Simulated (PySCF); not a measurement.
C₃H₄FN.
Cartesian coordinates in Å at the PBE0-D3(BJ)/def2-SVP level; atoms count from 1:
```xyz
9
C3H4FN angstrom
C     -0.9179   -0.2147    0.3839
C      0.2430    0.4854   -0.2883
F      0.6209    1.5813    0.4436
C      1.4024   -0.4089   -0.4480
N      2.2993   -1.1280   -0.5697
H     -1.7568    0.4881    0.4810
H     -0.6243   -0.5618    1.3842
H     -1.2435   -1.0798   -0.2108
H     -0.0445    0.8353   -1.2960
```

The calculation used core-valence-separated Tamm–Dancoff BHandHLYP/aug-pcX-1 (pcseg-1 on H) in PySCF, non-relativistic, gas phase, PBE0-D3(BJ)/def2-SVP geometry. Absolute energies from this functional tend to lie a few eV below measured edges; no shift was applied.

The lowest roots of each edge with f over 0.003 (five at most, numbered afresh; weaker and dark ones are left out), with transition dipoles (au) in the frame of the coordinates:

```tsv
root	edge	E (eV)	μx	μy	μz
1	C	283.68	-0.0499	-0.0551	-0.0505
2	C	283.99	-0.0272	-0.0488	0.0789
3	C	285.90	0.0331	0.0143	-0.0079
4	C	286.44	0.0066	0.0375	-0.0069
5	C	286.65	0.0047	-0.0514	-0.0327
6	N	396.97	0.0454	0.0488	0.0465
7	N	397.51	0.0235	0.0407	-0.0654
8	N	403.23	-0.0244	0.0089	0.0085
9	F	684.73	0.0080	0.0357	0.0246
10	F	686.87	0.0000	0.0106	0.0107
11	F	687.67	-0.0107	-0.0118	0.0004
12	F	688.22	-0.0081	0.0086	-0.0073
13	F	689.05	-0.0047	0.0037	-0.0120
```

Q: What are the oscillator strengths?

A: f = (2/3) ΔE |μ|², with ΔE in hartree (27.2114 eV):

```json
{"root": "1", "ΔE (Eh)": "10.4251", "|μ|² (au)": "0.008076", "f": "0.056", "core hole on": "C4"}
{"root": "2", "ΔE (Eh)": "10.4363", "|μ|² (au)": "0.009346", "f": "0.065", "core hole on": "C4"}
{"root": "3", "ΔE (Eh)": "10.5065", "|μ|² (au)": "0.001363", "f": "0.010", "core hole on": "C1"}
{"root": "4", "ΔE (Eh)": "10.5266", "|μ|² (au)": "0.001497", "f": "0.010", "core hole on": "C1"}
{"root": "5", "ΔE (Eh)": "10.5344", "|μ|² (au)": "0.003733", "f": "0.026", "core hole on": "C1"}
{"root": "6", "ΔE (Eh)": "14.5883", "|μ|² (au)": "0.006605", "f": "0.064", "core hole on": "N5"}
{"root": "7", "ΔE (Eh)": "14.6081", "|μ|² (au)": "0.006486", "f": "0.063", "core hole on": "N5"}
{"root": "8", "ΔE (Eh)": "14.8184", "|μ|² (au)": "0.000747", "f": "0.007", "core hole on": "N5"}
{"root": "9", "ΔE (Eh)": "25.1632", "|μ|² (au)": "0.001944", "f": "0.033", "core hole on": "F3"}
{"root": "10", "ΔE (Eh)": "25.2421", "|μ|² (au)": "0.000227", "f": "0.004", "core hole on": "F3"}
{"root": "11", "ΔE (Eh)": "25.2714", "|μ|² (au)": "0.000254", "f": "0.004", "core hole on": "F3"}
{"root": "12", "ΔE (Eh)": "25.2914", "|μ|² (au)": "0.000193", "f": "0.003", "core hole on": "F3"}
{"root": "13", "ΔE (Eh)": "25.3223", "|μ|² (au)": "0.000180", "f": "0.003", "core hole on": "F3"}
```

Q: Molecules are fixed in this frame and the field points along (0, 1, 1)/√2. What effective strengths 3 f cos²θ do the roots have (θ between field and μ)?

A: root 1 (C4): 0.116, root 2 (C4): 0.009, root 3 (C1): 0.000, root 4 (C1): 0.010, root 5 (C1): 0.075, root 6 (N5): 0.133, root 7 (N5): 0.009, root 8 (N5): 0.004, root 9 (F3): 0.091, root 10 (F3): 0.011, root 11 (F3): 0.003, root 12 (F3): 0.000, root 13 (F3): 0.002. Root 6 is the strongest. Averaged over all orientations cos²θ is 1/3, which gives f back.

